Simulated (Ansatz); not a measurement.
The inner images of a band of BClH4S (7 atoms, charge 0, multiplicity 1) are given out of order.

The calculation used RKS PBE0-D4/def2-SVP in Ansatz.

First end point:

```xyz
7
Properties=species:S:1:pos:R:3
B 0.116 0.028 0.085
H 0.188 -0.705 1.045
Cl 1.469 -0.158 -1.127
H -0.977 0.227 -0.397
S 0.506 1.908 0.866
H 1.673 1.659 1.504
H -0.215 1.893 2.013
```

Last end point:

```xyz
7
Properties=species:S:1:pos:R:3
B 0.303 0.866 -0.413
H -0.338 -0.788 2.324
Cl 1.445 -0.454 -0.566
H -0.826 0.718 -0.798
S 0.727 2.445 0.288
H 2.022 2.176 0.573
H -0.574 -0.112 2.581
```

Problem. Put them in order from the first end to the last, with their energies above the first end.
A.
```xyz
7
Properties=species:S:1:pos:R:3
B 0.235 0.749 -0.208
H -0.279 -0.598 1.880
Cl 1.477 -0.440 -0.551
H -0.906 0.508 -0.500
S 0.575 2.349 0.510
H 1.880 2.143 0.796
H -0.223 0.139 2.061
```
B.
```xyz
7
Properties=species:S:1:pos:R:3
B 0.058 0.106 0.084
H -0.064 -0.515 1.123
Cl 1.533 -0.299 -0.850
H -0.959 0.378 -0.503
S 0.380 2.098 1.010
H 1.708 1.981 1.238
H 0.103 1.101 1.886
```
C.
```xyz
7
Properties=species:S:1:pos:R:3
B 0.097 0.323 0.150
H -0.071 -0.394 1.212
Cl 1.513 -0.291 -0.758
H -0.989 0.399 -0.364
S 0.385 2.158 0.970
H 1.695 1.985 1.258
H 0.129 0.671 1.522
```
D.
```xyz
7
Properties=species:S:1:pos:R:3
B 0.195 0.691 -0.075
H -0.189 -0.516 1.583
Cl 1.484 -0.394 -0.590
H -0.938 0.438 -0.388
S 0.502 2.326 0.631
H 1.778 2.102 1.016
H -0.072 0.204 1.812
```
E.
```xyz
7
Properties=species:S:1:pos:R:3
B 0.277 0.800 -0.314
H -0.358 -0.697 2.151
Cl 1.480 -0.443 -0.581
H -0.862 0.599 -0.640
S 0.650 2.381 0.415
H 1.964 2.165 0.650
H -0.392 0.046 2.307
```
F.
```xyz
7
Properties=species:S:1:pos:R:3
B 0.146 0.561 0.103
H -0.094 -0.432 1.304
Cl 1.497 -0.310 -0.683
H -0.965 0.392 -0.334
S 0.422 2.273 0.804
H 1.693 2.049 1.209
H 0.062 0.319 1.587
```
G.
```xyz
7
Properties=species:S:1:pos:R:3
B 0.075 0.053 0.066
H -0.015 -0.642 1.052
Cl 1.562 -0.230 -0.941
H -0.937 0.284 -0.558
S 0.380 1.951 0.944
H 1.696 1.850 1.240
H -0.001 1.584 2.186
```

Solution. G (+0.9 kcal/mol), B (+7.7 kcal/mol), C (+16.5 kcal/mol), F (+8.3 kcal/mol), D (+0.2 kcal/mol), A (-5.3 kcal/mol), E (-7.3 kcal/mol).

Run time: 2.2 min on 1 thread of Intel(R) Xeon(R) Platinum 8488C (Sapphire Rapids), with other jobs on the host, peak memory 0.15 GiB.
